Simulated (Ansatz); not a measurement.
Geometry optimisation, RKS B3LYP-D4/cc-pVDZ (Ansatz 0.2.0).

Input file:

```yaml
crystal:
  periodic: [false, false, false]
  atoms:
    - { symbol: B, position_ang: [0.303096, 0.0, 0.11482] }
    - { symbol: F, position_ang: [0.373971, 0.0, 1.437753] }
    - { symbol: H, position_ang: [1.351643, 0.0, -0.454699] }
    - { symbol: H, position_ang: [-0.79241, 0.0, -0.384174] }
basis:
  gaussian: { orbitals: cc-pVDZ }
hamiltonian:
  xc: b3lyp
  dispersion: d4
relax:
  f_tol: 0.03
  max_steps: 50
```

Launched with:

```bash
$ ansatz run input.yaml --threads 1 --pin off --max-ram 2048MiB --backend cpu --events-out ev --progress --plain --runs-dir out
```

Where does it end, and by what steps?

The run converged. After 2 steps the energy has fallen by 0.008 eV; H3 moved furthest, 0.02 Å.

| step | energy less start (eV) | largest force component (eV/Å) | accepted |
| --- | --- | --- | --- |
| 0 | 0.0000 | 0.439 | yes |
| 1 | -0.0075 | 0.127 | yes |
| 2 | -0.0081 | 0.003 | yes |

```xyz
4
Properties=species:S:1:pos:R:3
B 0.307 0.000 0.124
F 0.363 0.000 1.456
H 1.352 0.000 -0.478
H -0.785 0.000 -0.388
```

Whether the end is a true minimum wasn't checked by a vibrational analysis.

Run time: 2.4 s on 1 thread of Arm Neoverse V1 (shared host), peak memory 0.092 GiB.
